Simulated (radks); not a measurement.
# P²⁺ in [Ne] 3s2 3p1: an all-electron calculation

The task here is to estimate one member of a computed series from the others.

The numbers are computed with radks (a radial shooting solver on a logarithmic mesh, Libxc functionals) version 1 (Dirac Kohn-Sham, LDA (Slater exchange, VWN5 correlation), spin-unpolarised, spherical densities, point nucleus; open shells fill j = l - 1/2 first), except any that are marked as measured or tabulated.

## Starting point

```
element       : phosphorus (Z = 15)
charge        : +2
electrons     : 13
configuration : [Ne] 3s2 3p1
```

Set-up of the first run:

Input:

```text
Z 15
configuration [Ne] 3s2 3p1
relativity Dirac
functional lda,vwn5
spin unpolarised
j_filling energy
nucleus point
c 137.035999084
```

One of the session's tables, all rows but one given; the rest of the session is left out.

It belongs to the step «Orbitals and density». Radial moments (bohr):

| level | <r> | outermost maximum (interpolated) | 90 % within | nodes |
| --- | --- | --- | --- | --- |
| 1s1/2 | ? | ? | ? | ? |
| 2s1/2 | 0.5212 | 0.420 | 0.819 | 1 |
| 2p1/2 | 0.4835 | 0.352 | 0.810 | 0 |
| 2p3/2 | 0.4858 | 0.354 | 0.813 | 0 |
| 3s1/2 | 1.741 | 1.51 | 2.60 | 2 |
| 3p1/2 | 1.961 | 1.67 | 2.98 | 1 |
| 3p3/2 | 1.967 | 1.67 | 2.99 | 1 |

**Question.** Estimate the row for 1s1/2.

The run gave: <r>: 0.1039; outermost maximum (interpolated): 0.0678; 90 % within: 0.186; nodes: 0. In the column «<r>» it is the lowest.

Limits of these values: Spin polarisation and multiplet splitting are left out.
